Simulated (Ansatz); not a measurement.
# BClH3: the cost of one run

Method: UKS PBE0-D4/def2-SVP, in Ansatz 0.2.0.

## (1) Starting point

Bond lengths: B1–H3 1.190 Å, B1–Cl4 1.860 Å. Angles: H3–B1–Cl4 120.0°.

As a file:

```xyz
5

B     0.0000    0.0000    0.0000
H     0.0000    0.0000    1.4400
H     1.0305    0.0000   -0.5950
Cl   -1.6108    0.0000   -0.9300
H     0.0000    0.0000    2.4000
```

## (2) Pulling towards end A

Springs on the bonds that form and break draw the guess towards this end; the thresholds are loose.

File input.yaml:

```yaml
crystal:
  periodic: [false, false, false]
  atoms:
    - { symbol: B, position_ang: [0.0, 0.0, 0.0] }
    - { symbol: H, position_ang: [0.0, 0.0, 1.44] }
    - { symbol: H, position_ang: [1.0305, 0.0, -0.595] }
    - { symbol: Cl, position_ang: [-1.6108, 0.0, -0.93] }
    - { symbol: H, position_ang: [0.0, 0.0, 2.4] }
magnetization:
  spin_polarized: true
  initial_magnetization: 1
basis:
  gaussian: { orbitals: def2-SVP }
hamiltonian:
  xc: pbe0
  dispersion: d4
relax:
  f_tol: 0.15
  max_steps: 25
  restrain:
    - { distance: [1, 4], at: 1.86, k: 30.0 }
    - { distance: [0, 1], at: 1.19, k: 30.0 }
```

Launch:

```
ansatz run input.yaml --threads 1 --pin off --max-ram 2048MiB --backend cpu --events-out ev --progress --plain --runs-dir out
```

What time and memory should one allow on 1 thread of Intel Xeon 6975P-C (Granite Rapids), shared host?

About 4.3 s, with a peak of 0.13 GiB.
